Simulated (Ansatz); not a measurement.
Input file:

```yaml
crystal:
  periodic: [false, false, false]
  atoms:
    - {symbol: Si, position_ang: [0.000000, 0.000000, 0.000000]}
    - {symbol: P, position_ang: [0.000000, 0.000000, 2.233000]}
basis:
  gaussian: {orbitals: pcseg-2}
total_charge: 1
magnetization: {spin_polarized: true, initial_magnetization: 2}
hamiltonian: {xc: {name: PBE0}}
correlation: {method: ccsd, electrons: outside_noble_gas}
```

```sh
$ ansatz run in.yaml --threads 1 --pin off --events-out ev --progress --plain --max-ram 2393MiB
```

**Question.** Roughly how long does this take on 1 thread of Arm Neoverse V1, shared host, and how much host memory?

**Answer.** 13 s wall and 0.16 GiB.

```
440 factors; integrals over basis functions are off by at most 9.2e-4 eV
mean field evaluation 1: about -17144.2089 eV, gradient 2.2e1 eV
mean field evaluation 2: about -17144.2898 eV, gradient 2.2e1 eV
mean field evaluation 4: about -17147.6496 eV, gradient 7.4e0 eV
mean field evaluation 8: about -17148.0935 eV, gradient 6.9e-1 eV
mean field evaluation 16: about -17148.1051 eV, gradient 5.7e-2 eV
mean field evaluation 32: about -17148.6648 eV, gradient 1.8e-1 eV
mean field evaluation 64: about -17148.5465 eV, gradient 7.3e-1 eV
mean field evaluation 96: about -17145.2528 eV, gradient 1.2e1 eV
mean field evaluation 128: about -17148.6635 eV, gradient 2.0e-1 eV
mean field -17148.66731372 eV, -630.2018999951 hartree, gradient 1.1e-6 eV, S^2 2.006924; 6 other end points of the search recorded, 0 dependent functions left out
10 core orbitals not correlated: weight in the atoms' cores, before any rotation towards them, 1.000 or more for the frozen orbitals, at most 0.000 for the correlated occupied ones
reference -17124.52394079 eV, -629.3146474048 hartree; 5, 3 occupied and 53, 55 virtual orbitals, 440 factors
second order -4.44522403 eV of doubles, -0.15574002 eV of singles
cycle   1  -5.02859679 eV  change   -4.3e-1 eV  update   7.3e-2
cycle   2  -5.22865900 eV  change   -2.0e-1 eV  update   2.7e-2
cycle   3  -5.28514304 eV  change   -5.6e-2 eV  update   1.2e-2
cycle   4  -5.28611350 eV  change   -9.7e-4 eV  update   3.2e-3
cycle   5  -5.28639635 eV  change   -2.8e-4 eV  update   9.7e-4
cycle   6  -5.28630094 eV  change    9.5e-5 eV  update   3.9e-4
cycle   7  -5.28639639 eV  change   -9.5e-5 eV  update   1.5e-4
cycle   8  -5.28646063 eV  change   -6.4e-5 eV  update   5.8e-5
cycle   9  -5.28646240 eV  change   -1.8e-6 eV  update   2.6e-5
cycle  10  -5.28646400 eV  change   -1.6e-6 eV  update   9.5e-6
Total energy: -17129.81040479 eV, -629.5089213736 hartree
```
